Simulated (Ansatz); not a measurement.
FO (charge +1), a composite energy at a relaxed geometry

Computed with Ansatz 0.2.0 through its Python package.

At the Python prompt:
```pycon
>>> import itertools
>>> import ansatz as az
>>> from ase.data import atomic_numbers, covalent_radii
>>> import numpy as np
>>> molecule = (
...     az.Crystal.molecule()
...     .atom("O", (0.0, 0.0, 0.0))
...     .atom("F", (0.0, 0.0, 1.315))
... )
>>> base = (
...     molecule.calculation()
...     .basis(gaussian="def2-SVP")
...     .functional("pbe0", dispersion="d4")
...     .charge(1)
...     .spin("collinear", total=2)
... )
>>> symbols = [site.symbol for site in molecule.cartesian_sites]
>>> start = np.array([site.position_ang for site in molecule.cartesian_sites], dtype=float)
>>> rep = base.relax(force_tolerance=0.01).run().report
>>> end = np.array(rep["positions_ang"])
>>> # pairs closer than 1.2 times the sum of covalent radii, before or after
>>> radius = [covalent_radii[atomic_numbers[s]] for s in symbols]
>>> span = lambda where, i, j: np.linalg.norm(where[i] - where[j])
>>> bonded = [(i, j) for i, j in itertools.combinations(range(len(symbols)), 2) if min(span(start, i, j), span(end, i, j)) < 1.2 * (radius[i] + radius[j])]
>>> print("pair        before    after (A)")
pair        before    after (A)
>>> for i, j in bonded:
...     print(f"{symbols[i]}{i}-{symbols[j]}{j}".ljust(10), f"{span(start, i, j):8.4f} {span(end, i, j):8.4f}")
...
O0-F1        1.3150   1.2068
>>> minimum = az.Crystal.molecule()
>>> for symbol, place in zip(symbols, end):
...     minimum = minimum.atom(symbol, place.tolist())
...
>>> at_minimum = minimum.calculation().charge(1).spin("collinear", total=2)
>>> # MP2 extrapolated to the basis limit, plus the small-basis difference CCSD(T) - MP2
>>> level = lambda method, basis: at_minimum.basis(gaussian=basis).correlation(method).run().report
>>> small, large, cluster = level("mp2", "cc-pVDZ"), level("mp2", "cc-pVTZ"), level("ccsd_t", "cc-pVDZ")
>>> corr = lambda each: (each["free_energy_ev"] - each["reference_energy_ev"]) / 27.211386246
>>> mp2_limit = (27 * corr(large) - 8 * corr(small)) / 19
>>> pieces = {"HF / cc-pVTZ": large["reference_energy_ev"] / 27.211386246, "MP2 correlation, DZ-TZ limit": mp2_limit, "CCSD(T) - MP2 / cc-pVDZ": corr(cluster) - corr(small)}
>>> for name, value in pieces.items():
...     print(f"{name:32s} {value:14.6f} Ha")
...
HF / cc-pVTZ                        -173.760165 Ha
MP2 correlation, DZ-TZ limit          -0.455279 Ha
CCSD(T) - MP2 / cc-pVDZ               -0.029531 Ha
>>> print(f"{'sum':32s} {sum(pieces.values()):14.6f} Ha")
sum                                 -174.244976 Ha
>>> print("T1 diagnostic", round(cluster["correlation"]["coupled_cluster"]["t1_diagnostic"], 4))
T1 diagnostic 0.0426
```

Total energies depend on the basis set; only differences at equal settings carry meaning. The sum leaves out core correlation, relativity, the Hartree-Fock basis error and zero-point energy; a DZ-TZ extrapolation is rough. The run takes the species as open-shell (spin multiplicity 3), which needn't be its ground state. Inner cores stay frozen, so this is valence correlation. The spin state was assumed, and another may lie lower. An extrapolation from small basis sets is rough. Run time: 4.2 s on 1 thread of Arm Neoverse V1 (shared host), peak memory 0.17 GiB.
